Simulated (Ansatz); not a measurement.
# H₃OPS: taking an electron away

An exercise on one series of results from a longer session: the logs are not shown, and one member is left open.

Computed with Ansatz 0.2.0, Gaussian basis. Level: unrestricted cation, the program's frozen cores in correlated methods.

Levels to be run: UKS PBE-D4/def2-TZVPP; UKS r2SCAN-D4/def2-TZVPP; UKS PBE0-D4/def2-TZVPP; UKS B3LYP-D4/def2-TZVPP; UKS wB97X-V/def2-TZVPP; UKS wB97M-V/def2-TZVPP; UKS B2PLYP/def2-TZVPP; UHF-CCSD(T)/def2-TZVPP; UHF-MP2/def2-QZVPP; extrapolation to the limit; then −ε(HOMO) from the neutral's earlier runs with LDA (SPW92), PBE-D4, revPBE-D4, BLYP-D4, r2SCAN-D4, B97M-V, PBE0-D4, B3LYP-D4, r2SCANh-D4, r2SCAN0-D4, HSE06-D4, BHLYP-D4, CAM-B3LYP-D4, LC-ωPBE, ωB97X-V, ωB97M-V.

## Structure used throughout

An earlier PBE0-D4 in a triple-zeta def2 set relaxation fixed the geometry.

SMILES `OPS`, 6 atoms, charge 0, spin multiplicity 1.

Atoms are counted from 1 here; the program's logs count them from 0.

Bond lengths: O1–P2 1.647 Å, O1–H4 0.961 Å, P2–S3 2.112 Å, P2–H5 1.417 Å, S3–H6 1.343 Å. Angles: P2–O1–H4 110.2°, O1–P2–S3 105.9°, O1–P2–H5 94.4°, S3–P2–H5 91.7°, P2–S3–H6 94.9°.

The first run:

Contents of in.yaml:

```yaml
crystal:
  periodic: [false, false, false]
  atoms:
    - {symbol: O, position_ang: [-1.362075, 0.079620, -0.529974]}
    - {symbol: P, position_ang: [0.067982, 0.705542, -0.003595]}
    - {symbol: S, position_ang: [1.401233, -0.927629, 0.125203]}
    - {symbol: H, position_ang: [-1.987046, 0.022031, 0.198108]}
    - {symbol: H, position_ang: [0.527495, 1.032954, -1.302933]}
    - {symbol: H, position_ang: [1.394411, -0.976618, 1.466991]}
basis:
  gaussian: {orbitals: def2-TZVPP}
total_charge: 1
magnetization: {spin_polarized: true, initial_magnetization: 1}
hamiltonian: {xc: pbe, dispersion: d4}
```

Launch:

```
> ansatz run in.yaml --threads 2 --pin off --events-out ev --progress --plain --max-ram 4352MiB
```

Steps of the session up to this table: Cation, UKS PBE-D4/def2-TZVPP; Cation, UKS r2SCAN-D4/def2-TZVPP; Cation, UKS PBE0-D4/def2-TZVPP; Cation, UKS B3LYP-D4/def2-TZVPP; Cation, UKS wB97X-V/def2-TZVPP; Cation, UKS wB97M-V/def2-TZVPP; Cation, UKS B2PLYP (frozen core)/def2-TZVPP; Cation, UHF-CCSD(T)/def2-TZVPP; Cation, UHF-MP2/def2-QZVPP.

One table of the session follows, with a row left open; its other results are not shown here.

It belongs to the step «Ionisation energies side by side». For comparison, −ε(HOMO) of the neutral from earlier runs:

```
  functional  −ε(HOMO) (eV)
 LDA (SPW92)           6.10
      PBE-D4           5.99
   revPBE-D4           5.95
     BLYP-D4           5.87
   r2SCAN-D4           6.24
      B97M-V           6.32
     PBE0-D4           7.18
    B3LYP-D4              ?
  r2SCANh-D4           6.68
  r2SCAN0-D4           7.34
    HSE06-D4           6.78
    BHLYP-D4           8.26
CAM-B3LYP-D4           8.49
     LC-ωPBE           9.81
     ωB97X-V           9.47
     ωB97M-V           9.31
```

**Question.** Estimate the row for B3LYP-D4.

Worked estimate for «−ε(HOMO) (eV)». Against the share of exact exchange, BLYP-D4 (0, 5.87), BHLYP-D4 (0.5, 8.26) give a slope of 4.78 per unit share; at 0.2 the line stands at 6.83.

The run gave: −ε(HOMO) (eV): 6.98. In «−ε(HOMO) (eV)» the line misses by -0.15.
